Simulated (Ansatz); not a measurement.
## P2H4 (diphosphine): the energy, rung by rung

P2H4: 6 atoms, total charge 0, spin state singlet. As SMILES, `PP`. Geometry: optimised at r2SCAN/def2-SVP. This is one conformer, not always the lowest.

```xyz
6

P     0.3718   -1.0614   -0.0830
P    -0.3719    1.0616    0.0795
H    -0.5019   -1.5322    0.9487
H    -0.5762   -1.4024   -1.1000
H     0.5066    1.5347   -0.9470
H     0.5716    1.3997    1.1017
```

Each level gives the dissociation energy of the P2–P1 bond into doublet PH2 and doublet PH2 (shapes relaxed at r2SCAN/def2-SVP, no zero-point term) (eV). The values are calculated.

```csv
level,kind,program,value (eV),less CCSD(T)/def2-TZVPP,CPU time (all runs)
HF/def2-TZVPP,Hartree–Fock,Ansatz,1.41,-1.09,1.6 s
PBE/def2-TZVPP,GGA,Ansatz,2.67,+0.17,3.1 s
B3LYP/def2-TZVPP,global hybrid,Ansatz,2.41,-0.09,3.8 s
wB97M-V/def2-TZVPP,range-separated hybrid,Ansatz,2.71,+0.21,14 s
MP2/def2-TZVPP,perturbation theory,Ansatz,2.64,+0.14,2.3 s
CCSD(T)/def2-TZVPP,coupled cluster or CI,Ansatz,2.50,0.00,8.4 s
```

CCSD(T)/def2-TZVPP is the highest level here, not the true value. The values span 1.41 to 2.71 eV. Hartree–Fock misses the correlation of the electron pair that is broken and comes out low. Measured bond enthalpies also hold zero-point and thermal terms, a few tenths of an eV less. In so small a basis fixed costs decide the times, and correlated methods can beat functionals. Times are those of the runs behind each value, whatever else they computed, on shared processors of several kinds: orders of magnitude only.
